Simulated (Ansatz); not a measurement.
Relaxation of CH6BN (9 atoms, charge 0, multiplicity 1), to a largest force component of 0.03 eV/Å in at most 50 steps.

All numbers below come from Ansatz, RKS B3LYP/def2-SVP.

```xyz
9
Properties=species:S:1:pos:R:3
B -0.744 -0.173 0.657
H 1.574 0.011 1.202
N 1.976 0.056 0.247
H 1.687 -0.784 -0.253
H 1.592 0.874 -0.226
C -1.302 -0.027 -0.780
H -2.056 -0.830 -0.921
H -1.843 0.942 -0.829
H -0.568 -0.070 -1.602
```

Task: Where does it end, and by what steps?

Result: The run converged. The force dipped under the threshold on the way, but the program's further checks kept it going. After 8 steps the energy has fallen by 0.065 eV; H4 moved furthest, 0.43 Å.

```
step  energy less start (eV)  largest force component (eV/Å)  accepted
   0                  0.0000                           0.701       yes
   1                 -0.0380                           0.485       yes
   2                 -0.0467                           0.596       yes
   3                 -0.0456                           0.402        no
   4                 -0.0613                           0.165       yes
   5                 -0.0636                           0.051       yes
   6                 -0.0643                           0.020       yes
   7                 -0.0645                           0.069       yes
   8                 -0.0647                           0.015       yes
```

```xyz
9
Properties=species:S:1:pos:R:3
B -0.941 -0.211 0.626
H 1.506 -0.031 1.102
N 2.219 0.083 0.376
H 2.110 -0.708 -0.261
H 1.968 0.921 -0.151
C -1.521 -0.047 -0.791
H -2.331 -0.786 -0.945
H -1.948 0.970 -0.895
H -0.746 -0.192 -1.566
```

Run time: 16 s on 1 thread of Intel(R) Xeon(R) Platinum 8488C (Sapphire Rapids), on a shared host, peak memory 0.16 GiB.
